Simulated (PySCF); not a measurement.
## What builds the first ionisation energy along the alkaline earths

Calculated with PySCF 2.14 from differences of total energies of unrestricted determinants, without spin-orbit coupling. Each column adds one step, in eV (sums use unrounded values): valence MP2, valence CCSD, valence triples, then the next inner shell at CCSD(T) (Be 1s, Mg 2s 2p, Ca 3s 3p, Sr 4s 4p). References (NIST) marked * lie between the lowest fine-structure levels; the others compare directly ((s) semi-empirical, (t) theoretical).

```tsv
element	UHF	+ MP2	+ CCSD	+ (T)	+ inner shell	sum	reference
Be [He] 2s2 → [He] 2s1 (aug-cc-pCVTZ-DK with one added diffuse shell each of s, p, d, f type, spin-free X2C)	8.044	0.783	0.463	0.000	0.014	9.304	9.323
Mg [Ne] 3s2 → [Ne] 3s1 (aug-cc-pCVTZ-DK with one added diffuse shell each of s, p, d, f type, spin-free X2C)	6.616	0.649	0.271	0.000	0.074	7.609	7.646
Ca [Ar] 4s2 → [Ar] 4s1 (aug-cc-pwCVTZ-X2C with one added diffuse shell each of s, p, d, f type, spin-free X2C)	5.137	0.556	0.226	0.000	0.167	6.085	6.113
Sr [Kr] 5s2 → [Kr] 5s1 (aug-cc-pwCVTZ-X2C with one added diffuse shell each of s, p, d, f type, spin-free X2C)	4.744	0.515	0.192	0.000	0.210	5.661	5.695
```

What remains against the references is mostly basis incompleteness.

What share of the correlation contribution for Sr comes from the inner shell?

The four steps add to 0.917 eV, of which the inner shell gives 0.210 eV, or 23 %.
